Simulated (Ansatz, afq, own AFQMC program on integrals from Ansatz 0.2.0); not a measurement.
## H₂O, singlet in aug-cc-pVDZ, levels against CCSDTQ

```csv
atom,x (Å),y (Å),z (Å)
O,0.0000,-0.0691,0.0000
H,0.0000,0.5483,0.7576
H,0.0000,0.5483,-0.7576
```

Basis aug-cc-pVDZ. Noble-gas cores (and the filled d shells of Ga–Kr and In–Xe) are frozen. AFQMC by an in-house program on the Cholesky factors that Ansatz 0.2.0 writes for its CCSD(T) run. The CISD trial takes its coefficients from CCSD amplitudes. Released means that phaseless walkers are propagated on without the constraint, phases kept. Error bars are statistical, one sigma.

Determinant: RHF, the one that the program's search chose, which needn't be the lowest solution. The geometry is a PBE0/def2-TZVPD stationary point of this or a neighbouring charge and spin state.

No full CI on the walks' own integrals is used here; CCSDTQ serves as the reference and is uncertain by about the last step of the cluster series.

Cautions: the released energies move by 1.5 errors or more from one time to the next, so no released level is given (meV from the phaseless value at times in 1/Eh: 2 ± 3 at 0.24, -1.3 ± 2.0 at 0.51, -4.5 ± 1.8 at 0.99, -2 ± 3 at 1.62, -8 ± 3 at 2.40).

The T1 diagnostic is 0.0126, the weight of the determinant in the CISD state is 0.936 and the size of the correlated space is 8 electrons in 40 orbitals.

Reference: CCSDTQ, correlation energy -6.396 eV.

```
        level  E − E(reference) (mEh)  share of correlation (%)
           HF                  235.06                      0.00
          MP2                   13.73                     94.16
         CCSD                    6.10                     97.41
      CCSD(T)                    0.72                     99.69
        CCSDT                    0.48                     99.79
     CCSDT(Q)                   -0.05                    100.02
ph-AFQMC/CISD             0.04 ± 0.12                     99.98
```

CCSDT and higher add their correlation energy to the determinant of the CCSD(T) run, since their own runs factorise the integrals more tightly (a shift of under 2 meV). A walk keeps the symmetry of its determinant, which the program's search chose and which needn't be the lowest solution, so a lower state of the same spin and another symmetry isn't excluded.
